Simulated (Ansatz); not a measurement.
**AlPH2+ (quartet): from Hartree-Fock to the top rungs, def2-TZVPP**

The task here is to estimate one member of a computed series from the others.

The runs use Ansatz 0.2.0, Gaussian basis; def2-TZVPP, core rule «outside noble gas», up to 10 orbitals frozen.

The runs, in order: UHF; ROHF; CCSD(T) on UHF.

2 further runs of the same task are left out: 2 set aside as unsound or not needed.

### What is computed

The geometry is a PBE0/def2-TZVP stationary point (not a proven minimum) of the parent state, kept for this charge and spin.

4 atoms, charge 1, spin multiplicity 4.

Atoms are counted from 1 here; the program's logs count them from 0.

Bond lengths: Al1–P2 2.334 Å, Al1–H3 1.588 Å, Al1–H4 1.588 Å. Angles: P2–Al1–H3 119.7°, P2–Al1–H4 119.7°, H3–Al1–H4 120.5°.

The first run:

in.yaml

```yaml
crystal:
  periodic: [false, false, false]
  atoms:
    - {symbol: Al, position_ang: [0.000000, 0.000000, 1.179176]}
    - {symbol: P, position_ang: [0.000000, 0.000000, -1.155185]}
    - {symbol: H, position_ang: [0.000000, 1.378539, 1.966597]}
    - {symbol: H, position_ang: [0.000000, -1.378539, 1.966597]}
basis:
  gaussian: {orbitals: def2-TZVPP}
total_charge: 1
magnetization: {spin_polarized: true, initial_magnetization: 3}
hamiltonian: {xc: hf}
output: {orbitals: {seedname: orbitals}}
```

Run with:

```bash
$ ansatz run in.yaml --threads 1 --pin off --events-out ev --progress --plain --max-ram 4096MiB --backend cpu
```

Steps of the session up to this table: UHF; ROHF; CCSD(T) on UHF.

One table of the session follows, with a row left open; its other results are not shown here.

| method | from UCCSD(T) (meV) |
| --- | --- |
| ROHF | ? |
| UHF | +5247.9 |
| UMP2 | +1126.6 |
| UCCSD | +173.8 |
| UCCSD(T) | 0 |

Estimate the missing values for ROHF.

As computed: from UCCSD(T) (meV): +5280.1. In the column «from UCCSD(T) (meV)» it is the highest.
